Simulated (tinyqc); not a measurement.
Orbital energy against energy difference: ionisation energy by orbital energies and by energy differences in the 6-31g basis, for LiH, spin multiplicity 1. Computed by the program tinyqc with PySCF. 

Geometry (angstrom):

| atom | x | y | z |
|---|---|---|---|
| Li | 0.0000 | 0.0000 | 0.0000 |
| H | 0.0000 | 0.0000 | 1.4390 |

CCSD(T) difference in the same basis = 7.7821 eV

IP-EOM-CCSD = 7.7820 eV

The cation is unrestricted; errors are against CCSD(T) in this basis, not against experiment.

First vertical ionisation energy (eV):

| method | -e(HOMO) | E(cation) - E | error of -e(HOMO) | error of the difference |
|---|---|---|---|---|
| HF | 8.4079 | 7.289399 | 0.6257 | -0.4927 |
| LDA | 4.5229 | 8.495608 | -3.2592 | 0.7135 |
| PBE | 4.5174 | 8.335861 | -3.2647 | 0.5537 |
| B3LYP | 5.4831 | 8.579917 | -2.2990 | 0.7978 |
| PBE0 | 5.6226 | 8.294803 | -2.1595 | 0.5127 |
| CAM-B3LYP | 7.0462 | 8.562690 | -0.7359 | 0.7806 |
| LC-wPBE | 8.3747 | 8.375046 | 0.5926 | 0.5929 |

Koopmans errs by +0.63 eV and Delta-HF by -0.49 eV: relaxation, 1.12 eV, lowers the value and the missing correlation difference works against it. The PBE level is off by -3.3 eV through the wrong tail of its potential, though its energy difference is off by +0.55 eV; exact exchange deepens the level, and among the orbital energies LC-wPBE comes closest; among the differences HF does.
